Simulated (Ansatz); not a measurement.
Ansatz (a program for electronic structure) input file for AlF₃, SMILES [F][Al]([F])[F], PBE-D3(BJ)/def2-TZVP. 

Ansatz 0.2 input:
```yaml
crystal:
  periodic: [false, false, false]
  atoms:
    - {symbol: Al, position_ang: [0.00000000, 0.00000000, 0.00000000]}
    - {symbol: F, position_ang: [-1.63660961, 0.00000000, 0.00000000]}
    - {symbol: F, position_ang: [0.81830480, 1.41734550, 0.00000000]}
    - {symbol: F, position_ang: [0.81830480, -1.41734550, 0.00000000]}
basis:
  gaussian:
    orbitals: def2-TZVP
hamiltonian:
  xc: pbe
  dispersion: d3bj
relax: {f_tol: 0.002, max_steps: 200}
```

It prints:

```
Functional definition: PBE
integrals: 0.04 GiB planned
727 factors; their error is unknown
mean field: 0.30 GiB planned
mean field evaluation 1: about -14739.4730 eV, gradient 7.0e1 eV
mean field evaluation 2: about -14709.7365 eV, gradient 1.6e2 eV
mean field evaluation 4: about -14746.1885 eV, gradient 1.7e0 eV
mean field evaluation 8: about -14746.1889 eV, gradient 1.7e-2 eV
mean field -14746.18891275 eV, -541.9124472176 hartree, gradient 3.7e-5 eV, S^2 0.000000; 0 other end points of the search recorded, 0 dependent functions left out
the calculation of the forces begins
reference -14746.18895124 eV, -541.9124486321 hartree; 20, 20 occupied and 110, 110 virtual orbitals, 727 factors
relax step   1: F+E_penalty+E_count = -14746.22560753 eV  Δ(F+E_penalty+E_count) = +0.000e0 eV  max|allowed force component| = 3.355e-1 eV/Å  Δτ_max = 0.0000 Å  (24 SCF iters, accepted)
these checks for a lower state are left out or cut short: starts, cluster_reference, orbital_swaps, neighbouring_geometries, increment
integrals: 0.04 GiB planned
727 factors; their error is unknown
mean field: 0.30 GiB planned
mean field evaluation 16: about -14746.1960 eV, gradient 3.9e-1 eV
mean field -14746.19242609 eV, -541.9125763306 hartree, gradient 1.1e-5 eV, S^2 0.000000; 0 other end points of the search recorded, 0 dependent functions left out
the calculation of the forces begins
reference -14746.19246453 eV, -541.9125777432 hartree; 20, 20 occupied and 110, 110 virtual orbitals, 727 factors
relax step   2: F+E_penalty+E_count = -14746.22907200 eV  Δ(F+E_penalty+E_count) = -3.464e-3 eV  max|allowed force component| = 1.946e-1 eV/Å  Δτ_max = 0.0044 Å  (27 SCF iters, accepted)
these checks for a lower state are left out or cut short: starts, cluster_reference, orbital_swaps, neighbouring_geometries, increment
integrals: 0.04 GiB planned
727 factors; their error is unknown
mean field: 0.30 GiB planned
mean field -14746.19429256 eV, -541.9126449222 hartree, gradient 1.2e-5 eV, S^2 0.000000; 0 other end points of the search recorded, 0 dependent functions left out
the calculation of the forces begins
reference -14746.19433093 eV, -541.9126463322 hartree; 20, 20 occupied and 110, 110 virtual orbitals, 727 factors
relax step   3: F+E_penalty+E_count = -14746.23087001 eV  Δ(F+E_penalty+E_count) = -1.798e-3 eV  max|allowed force component| = 3.985e-3 eV/Å  Δτ_max = 0.0061 Å  (26 SCF iters, accepted)
these checks for a lower state are left out or cut short: starts, cluster_reference, orbital_swaps, neighbouring_geometries, increment
integrals: 0.04 GiB planned
727 factors; their error is unknown
mean field: 0.30 GiB planned
mean field evaluation 32: about -14746.1983 eV, gradient 6.6e-2 eV
mean field -14746.19429479 eV, -541.9126450040 hartree, gradient 2.7e-5 eV, S^2 0.000000; 0 other end points of the search recorded, 0 dependent functions left out
the calculation of the forces begins
reference -14746.19433316 eV, -541.9126464139 hartree; 20, 20 occupied and 110, 110 virtual orbitals, 727 factors
relax step   4: F+E_penalty+E_count = -14746.23087078 eV  Δ(F+E_penalty+E_count) = -7.723e-7 eV  max|allowed force component| = 6.108e-5 eV/Å  Δτ_max = 0.0001 Å  (16 SCF iters, accepted)
integrals: 0.04 GiB planned
727 factors; their error is unknown
mean field: 0.30 GiB planned
mean field -14746.19429479 eV, -541.9126450040 hartree, gradient 2.7e-5 eV, S^2 0.000000; 1 other end points of the search recorded, 0 dependent functions left out
the calculation of the forces begins
reference -14746.19433316 eV, -541.9126464139 hartree; 20, 20 occupied and 110, 110 virtual orbitals, 727 factors
Total energy: -14746.23090915 eV, -541.9139905570 hartree
Atom 0 at     0.000010     0.000000     0.000000 Å, force     0.000061     0.000000    -0.000000 eV/Å
Atom 1 at    -1.647155     0.000000    -0.000000 Å, force    -0.000027     0.000000     0.000000 eV/Å
Atom 2 at     0.823572     1.426503    -0.000000 Å, force    -0.000017     0.000038     0.000000 eV/Å
Atom 3 at     0.823572    -1.426503    -0.000000 Å, force    -0.000017    -0.000038     0.000000 eV/Å
Dipole moment:     0.000021    -0.000000    -0.000000 e Å
```

The calculation finished and met its thresholds.
